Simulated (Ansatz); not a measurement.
# CH5AlO: a dynamics run in two tries

Aim: a short trajectory for this system.

Program: Ansatz 0.2.0. Level of theory: RKS CAM-B3LYP/STO-3G. These are calculated values, not measurements.

## 1. The structure to begin with

Bond lengths: Al1–O2 1.698 Å, O2–H3 0.988 Å, Al1–C4 1.856 Å, C4–H5 1.079 Å, C4–H6 1.120 Å, C4–H7 1.119 Å, Al1–H8 1.481 Å. Angles: Al1–O2–H3 109.3°, O2–Al1–C4 125.3°, O2–Al1–H8 111.4°, C4–Al1–H8 118.5°, Al1–C4–H5 128.3°, Al1–C4–H6 95.6°, Al1–C4–H7 120.8°, H5–C4–H6 107.0°, H5–C4–H7 100.0°, H6–C4–H7 101.0°.

As a file:

```xyz
8

Al    0.0718   -0.1939    0.0408
O    -0.1054    0.2287    1.6758
H    -0.9617   -0.1291    2.0152
C     1.6621   -0.1352   -0.9149
H     2.1199   -0.9171   -1.5013
H     1.3296    0.6585   -1.6313
H     2.5753    0.3407   -0.4780
H    -1.2021   -0.0378   -0.6987
```

## 2. First attempt

Input file input.yaml:

```yaml
crystal:
  periodic: [false, false, false]
  atoms:
    - { symbol: Al, position_ang: [0.071828, -0.19392, 0.040839] }
    - { symbol: O, position_ang: [-0.105408, 0.22869, 1.67578] }
    - { symbol: H, position_ang: [-0.9617, -0.129057, 2.015238] }
    - { symbol: C, position_ang: [1.662124, -0.135211, -0.914866] }
    - { symbol: H, position_ang: [2.119926, -0.917055, -1.501334] }
    - { symbol: H, position_ang: [1.329597, 0.658467, -1.631316] }
    - { symbol: H, position_ang: [2.575276, 0.340665, -0.478027] }
    - { symbol: H, position_ang: [-1.202072, -0.037843, -0.698668] }
basis:
  gaussian: { orbitals: STO-3G }
hamiltonian:
  xc: cam_b3lyp
md:
  timestep: 0.25
  n_steps: 25
  ensemble: nvt_langevin
  temperature: 400.0
  initial_velocities: maxwell_boltzmann
  seed: 786440
  friction: 0.01
  temperature_schedule: [{ n_steps: 500, end_temperature: 100.0 }]
```

Run with:

```bash
> ansatz run input.yaml --threads 1 --pin off --max-ram 2048MiB --backend cpu --events-out ev --progress --plain --runs-dir out
```

**Question.** What will these runs give? Wanted: first try.

**Answer**, as computed:

| quantity | value |
| --- | --- |
| first try | refused |
| cause | the schedule's stages add up to more steps than the run has |

What this shows: The fault in the first input was caught at the input check and cost nothing.
